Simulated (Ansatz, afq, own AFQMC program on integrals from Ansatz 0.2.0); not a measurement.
# Where AFQMC and coupled cluster stand for AlSiH, singlet

```tsv
atom	x (Å)	y (Å)	z (Å)
Si	0.0000	-0.5495	1.4877
Al	0.0000	-0.4221	-2.7043
H	0.0000	0.9716	1.2166
```

Connectivity, by distances: SiH ··· Al.

Basis 6-31G. Only valence electrons are correlated. Integrals, coupled cluster, full CI and functionals: Ansatz 0.2.0; the random walks run on the same integrals in our own AFQMC program. ph-AFQMC/CISD is guided by a CISD state made of CCSD amplitudes; releasing the constraint for a short imaginary time cuts its bias at the price of noise, slowly where states lie close. Uncertainties: one standard error, sampling alone.

Determinant: RHF, the one that the program's search chose, which needn't be the lowest solution. The geometry is a point of a scan.

Full CI on the same integrals is exact in this basis and with this determinant's frozen core.

Cautions: higher spins were not checked; restricted determinant unstable towards unrestricted (UHF 1.01 eV lower, ⟨S²⟩ 1.02); strong correlation (T1 0.037, weight of the determinant 0.77, largest double 0.40); the CCSD(T) amplitudes may be one of several solutions (largest double 0.40); the CCSDT(Q) amplitudes may be one of several solutions (largest double 0.43); the CCSDTQ amplitudes may be one of several solutions (largest double 0.43); the released energy hasn't reached full CI (26 meV above it at 2.40 1/Eh), so no released level is given (meV from the phaseless value at times in 1/Eh: -3 ± 4 at 0.24, -8 ± 4 at 0.51, -18 ± 4 at 0.99, -22 ± 3 at 1.62, -23 ± 3 at 2.40); CCSDTQ on the UHF determinant differs (36 meV lower), perhaps since the unrestricted series falls towards higher spin.

The T1 diagnostic is 0.0374. The weight of the determinant in the CISD state is 0.767 and the size of the correlated space is 8 electrons in 18 orbitals.

Reference: full CI, correlation energy -3.253 eV. The cautions show a poor starting determinant, so the rows tell how each method copes with it here, and full CI is the sure value.

```json
{"level": "HF", "E − E(reference) (kJ/mol)": "313.8", "share of correlation (%)": "0.00"}
{"level": "MP2", "E − E(reference) (kJ/mol)": "118.8", "share of correlation (%)": "62.16"}
{"level": "CCSD", "E − E(reference) (kJ/mol)": "9.1", "share of correlation (%)": "97.09"}
{"level": "CCSD(T)", "E − E(reference) (kJ/mol)": "2.3", "share of correlation (%)": "99.26"}
{"level": "CCSDT", "E − E(reference) (kJ/mol)": "1.2", "share of correlation (%)": "99.62"}
{"level": "CCSDT(Q)", "E − E(reference) (kJ/mol)": "0.3", "share of correlation (%)": "99.89"}
{"level": "CCSDTQ", "E − E(reference) (kJ/mol)": "0.0", "share of correlation (%)": "99.99"}
{"level": "ph-AFQMC/CISD", "E − E(reference) (kJ/mol)": "4.7 ± 0.4", "share of correlation (%)": "98.52"}
```

CCSDT and higher add their correlation energy to the determinant of the CCSD(T) run, since their own runs factorise the integrals more tightly (a shift of under 2 meV). A walk keeps the symmetry of its determinant, which the program's search chose and which needn't be the lowest solution, so a lower state of the same spin and another symmetry isn't excluded.
